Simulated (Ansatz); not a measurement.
Basis-set extrapolation for C5H6O (`C#CCOC=C`) (PBE0-D4/def2-TZVP geometry, frozen core, Ansatz 0.2.0). Multiplicity 1, RHF reference.

```json
{"": "HF", "def2-TZVPP": "-267.690622", "def2-QZVPP": "-267.702538"}
{"": "MP2 correlation", "def2-TZVPP": "-1.021153", "def2-QZVPP": "-1.090619"}
{"": "CCSD(T) correlation", "def2-TZVPP": "-1.104074", "def2-QZVPP": "not run"}
```

Energies in hartree. Use E(X) = E(∞) + A·exp(−7.88·√X) for Hartree–Fock and E(X) = E(∞) + B·X^(−2.97) for correlation, with X = 3 and 4, and add CCSD(T) minus MP2 of the smaller set to the MP2 limit.

Task: What is the CCSD(T) energy at the basis-set limit?

Result: HF limit: -267.702538 + (-0.011916) × 0.13774 = -267.70418. MP2 limit: -1.090619 + (-0.069466) × 0.74074 = -1.14208. Higher-order term: -1.104074 − (-1.021153) = -0.08292. Total: -268.92918 hartree, 3.66 eV below CCSD(T)/def2-TZVPP.
